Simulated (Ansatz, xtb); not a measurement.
## Relative energy of two structures of CH4SSi

Structure I: a singlet given by its coordinates. Structure II: `C1[SiH2]S1`, a singlet. Both are isolated molecules in the gas phase, relaxed with r2SCAN-D4/def2-SVP.

I (Å):

```xyz
7

C    -1.7528    2.3845   -1.8122
S     0.5396    0.4702   -2.6613
Si   -0.1950    1.6263   -0.9972
H    -2.3023    3.0320   -1.1101
H    -1.4809    2.9918   -2.6944
H    -2.4430    1.5950   -2.1602
H    -0.3910    0.7408   -3.6133
```

Close contacts (Å): C1–Si3 1.91, S2–Si3 2.16, C1–H4 1.10, C1–H5 1.11, C1–H6 1.10, S2–H7 1.36.

II (Å):

```xyz
7

C    -1.7631    2.5583   -2.0947
S    -1.7466    1.6284   -3.7315
Si   -0.4851    1.2188   -2.0945
H    -2.6984    2.4282   -1.5353
H    -1.4608    3.6088   -2.1936
H    -0.7263   -0.0065   -1.2908
H     0.9495    1.5923   -2.1822
```

Quicker runs give these differences E(II) − E(I): GFN2-xTB −9.36 kcal/mol; HF/STO-3G +3.23 kcal/mol (at GFN2-xTB geometries); r2SCAN-D4/def2-SVP//GFN2-xTB −0.12 kcal/mol.

Problem. Estimate E(II) − E(I) at the level CCSD(T)/def2-TZVP.

Solution. Too close to call at this level: CCSD(T)/def2-TZVP gives E(II) − E(I) = −0.86 kcal/mol.

How the difference moves with the method:

| level | geometry | E(II) − E(I) (kcal/mol) | departure from the last row (kcal/mol) | job, with rough time for the two |
| --- | --- | --- | --- | --- |
| GFN2-xTB | GFN2-xTB | −9.36 | −8.50 | optimisation, 0.08 s |
| HF/STO-3G | GFN2-xTB | +3.23 | +4.09 | single point, 0.28 s |
| r2SCAN-D4/def2-SVP//GFN2-xTB | GFN2-xTB | −0.12 | +0.74 | single point, 3.7 s |
| r2SCAN-D4/def2-SVP | r2SCAN-D4/def2-SVP | −0.95 | −0.09 | optimisation, 32 s |
| HF/def2-TZVP | r2SCAN-D4/def2-SVP | +0.05 | +0.91 | part of the CCSD(T) run |
| MP2/def2-TZVP | r2SCAN-D4/def2-SVP | −4.49 | −3.63 | part of the CCSD(T) run |
| CCSD(T)/def2-TZVP | r2SCAN-D4/def2-SVP | −0.86 |  | single point, 31 s |

The largest departure from CCSD(T)/def2-TZVP is that of GFN2-xTB, 8.50 kcal/mol.

With harmonic frequencies from r2SCAN-D4/def2-SVP (ideal gas, rigid rotor, one conformer each, 298.15 K, 1 atm): on the last row, ΔE + ΔZPE = −1.32, ΔH = −2.04, ΔG = −0.17 kcal/mol.

The correlated steps freeze 11 core orbitals. Run with Ansatz 0.2.0, xtb 6.7.1; the last row on 1 thread of Arm Neoverse V2 on a shared host.
